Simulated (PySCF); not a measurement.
Several orderings of computed values.

Species are written as SMILES; each is one conformer at its optimised geometry, gas phase, non-relativistic unless stated. Electronic properties by PySCF.

Dipoles, sizes and rotational constants follow the conformer. The torsions of the flexible species, by atom-mapped SMILES:
- `[CH3:1][CH2:2][n:3]1[cH:4][n:5][n:6][cH:7]1`: C1–C2–N3–C4 -88°
- `[CH3:1][C:2]([CH3:3])([F:4])[C:5](=[O:6])[Cl:7]`: C1–C2–C5–O6 85°
- `[O:1]=[CH:2][C@@H:3]([CH2:4][F:5])[CH2:6][Cl:7]`: O1–C2–C3–C4 -130°, C2–C3–C4–F5 -62°, C2–C3–C6–Cl7 172°
- `[H]/[N:4]=[C:3](/[C:2]#[N:1])[CH2:5][CH2:6][S:7][SiH3:8]`: C2–C3–C5–C6 -56°, C3–C5–C6–S7 -177°, C5–C6–S7–Si8 -178°

Question: Rank by electronic spatial extent ⟨r²⟩ about the centre of nuclear charge, highest first (CAM-B3LYP/def2-SVPD at GFN2-xTB geometries).
A. `CC(C)(F)C(=O)Cl` (C4H6ClFO)
B. `Cc1cnnn1C` (C4H7N3)
C. `FC([SiH3])([SiH3])[SiH3]` (CH9FSi3)
D. `C[Si](F)([SiH3])[SiH3]` (CH9FSi3)
E. `CCn1cnnc1` (C4H7N3)
F. `C#CC` (C3H4)

Answer: D (1097 bohr²), C (980 bohr²), A (879 bohr²), E (727 bohr²), B (667 bohr²), F (177 bohr²).

Question: Rank by smallest rotational constant, highest first (GFN2-xTB).
A. `C[Si](F)([SiH3])[SiH3]`
B. `C1=CC1`
C. `CCn1cnnc1`
D. `O=C[C@@H](CF)CCl`
E. `CC(C)(F)C(=O)Cl`
F. `N#C/C(CCS[SiH3])=N/[H]`

Answer: B (13.995 GHz), C (1.767 GHz), E (1.477 GHz), A (1.276 GHz), D (0.959 GHz), F (0.525 GHz).

Question: Rank by lowest singlet excitation, highest first (TDDFT CAM-B3LYP/def2-SVPD at GFN2-xTB geometries).
A. `FC([SiH3])([SiH3])[SiH3]` (CH9FSi3)
B. `CC(C)(F)C(=O)Cl` (C4H6ClFO)
C. `C#CC` (C3H4)
D. `CC1=CN=NN1C` (C4H7N3)
E. `[Si](C)([SiH3])(F)[SiH3]` (CH9FSi3)

Answer: A (6.92 eV), C (6.72 eV), E (6.11 eV), D (5.84 eV), B (4.99 eV).

Give the two extremes of that set as wavelengths.

`CC(C)(F)C(=O)Cl`: 249 nm; `FC([SiH3])([SiH3])[SiH3]`: 179 nm.

Question: Rank by static isotropic polarisability, highest first (CAM-B3LYP/def2-SVPD at GFN2-xTB geometries).
A. `CC(C)(F)C(=O)Cl` (C4H6ClFO)
B. `C[Si](F)([SiH3])[SiH3]` (CH9FSi3)
C. `C#CC` (C3H4)
D. `FC([SiH3])([SiH3])[SiH3]` (CH9FSi3)

Answer: B (99.2 au), D (94.0 au), A (65.8 au), C (34.9 au).

By how much do the two ends of that ranking differ?

By 64.3 au, between `C[Si](F)([SiH3])[SiH3]` and `C#CC` (propyne).

Question: Rank by dipole moment, lowest first (CAM-B3LYP/def2-SVPD at GFN2-xTB geometries).
A. `C#CC` (C3H4)
B. `Cc1cnnn1C` (C4H7N3)
C. `c1nncn1CC` (C4H7N3)
D. `CC(C)(F)C(=O)Cl` (C4H6ClFO)
E. `FC([SiH3])([SiH3])[SiH3]` (CH9FSi3)
F. `C[Si](F)([SiH3])[SiH3]` (CH9FSi3)

Answer: A (0.80 D), E (1.47 D), F (1.66 D), D (2.51 D), B (5.19 D), C (6.43 D).

Give the two extremes of that set in atomic units.

`C#CC` (propyne): 0.32 au; `CCn1cnnc1`: 2.53 au.

Question: Rank by HOMO energy, lowest first (CAM-B3LYP/def2-SVPD at GFN2-xTB geometries).
A. `CC(C)(F)C(=O)Cl` (C4H6ClFO)
B. `C[Si](F)([SiH3])[SiH3]` (CH9FSi3)
C. `Cc1cnnn1C` (C4H7N3)
D. `C#CC` (C3H4)
E. `FC([SiH3])([SiH3])[SiH3]` (CH9FSi3)

Answer: A (-10.07 eV), E (-9.68 eV), B (-9.32 eV), D (-9.13 eV), C (-8.54 eV).
